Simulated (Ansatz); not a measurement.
A nudged elastic band was laid between two geometries of H3P + H6Si2 (12 atoms, charge 0, multiplicity 1).

The calculation used Ansatz 0.2.0, RKS PBE0/6-31G*.

```
movable images  : 7
climbing image  : yes
spring          : 5.0 eV/Å²
optimiser       : quadratic models (default)
start path      : through a guess of the saddle point
force threshold : 0.03 eV/Å
iteration limit : 60
end points      : relaxed
```

First end point:

```xyz
12
Properties=species:S:1:pos:R:3
Si 0.590 0.020 0.205
Si 0.846 0.016 2.529
H -0.460 -0.256 3.194
H 1.813 -1.038 2.949
H 1.349 1.334 3.007
H 1.886 0.327 -0.464
H -0.410 1.046 -0.208
H 0.118 -1.311 -0.270
P -3.913 0.091 0.738
H -3.444 -1.137 0.195
H -4.825 -0.552 1.620
H -2.882 0.148 1.716
```

Last end point:

```xyz
12
Properties=species:S:1:pos:R:3
Si -0.936 -0.054 -0.774
Si 0.447 -0.230 3.549
H 0.485 -0.692 4.963
H 1.653 -0.722 2.831
H 0.415 1.257 3.511
H -0.161 0.749 0.215
H -0.883 0.635 -2.093
H -0.299 -1.394 -0.907
P -3.107 -0.357 -0.221
H -2.834 -0.744 1.121
H -3.336 1.005 0.123
H -0.775 -0.767 2.889
```

(1) Which bonds break or form, and what moves?

(2) What energy profile does the band end with?

(3) What is the geometry of the highest image?

The band took 23 iterations and of the order of 12 core-minutes.

Answers

(1) Bonds broken: Si1–Si2, P9–H12. Bonds formed: Si1–P9, Si2–H12. H3P + H6Si2 becomes H4Si + H5PSi.

(2) The forces met the threshold. The highest image is number 4 of 0 to 8, 281.3 kJ/mol above the first end and 293.5 kJ/mol above the last; the last end lies 12.2 kJ/mol below the first. Neighbouring images differ by up to 2.7 eV, so the band resolves the path poorly. A vibrational analysis at the climbing image gives one clearly imaginary mode, 1285i cm⁻¹: a first-order saddle point. The orbitals stay closed-shell, which can raise the energy where a bond breaks towards radicals; this wasn't checked here.

| image | path coordinate (Å) | energy (kJ/mol) | Si1–Si2 (Å) | P9–H12 (Å) | Si1–P9 (Å) |
| --- | --- | --- | --- | --- | --- |
| 0 | 0.00 | 0.0 | 2.34 | 1.42 | 4.53 |
| 1 | 1.65 | -0.3 | 2.34 | 1.42 | 4.75 |
| 2 | 3.29 | 0.3 | 2.34 | 1.42 | 4.54 |
| 3 | 4.94 | 20.5 | 2.35 | 1.42 | 3.52 |
| 4 | 6.58 | 281.3 | 2.61 | 1.99 | 2.60 |
| 5 | 8.03 | 57.8 | 3.37 | 2.57 | 2.30 |
| 6 | 9.49 | -8.9 | 4.13 | 3.24 | 2.26 |
| 7 | 10.94 | -12.0 | 4.77 | 3.91 | 2.26 |
| 8 | 12.39 | -12.2 | 4.54 | 3.91 | 2.26 |

(3) 
```xyz
12
Properties=species:S:1:pos:R:3
Si -0.277 0.090 0.103
Si 0.098 -0.150 2.676
H -0.920 -0.404 3.738
H 1.083 -1.260 2.629
H 0.745 1.169 2.888
H 1.217 0.247 0.385
H -0.624 1.449 -0.391
H -0.283 -1.143 -0.729
P -2.853 -0.266 0.228
H -3.001 -1.448 1.010
H -3.279 0.598 1.278
H -1.237 -0.196 1.394
```

Time of the run: 12 min on 1 thread of Arm Neoverse V1, with other jobs on the host, peak memory 0.18 GiB.
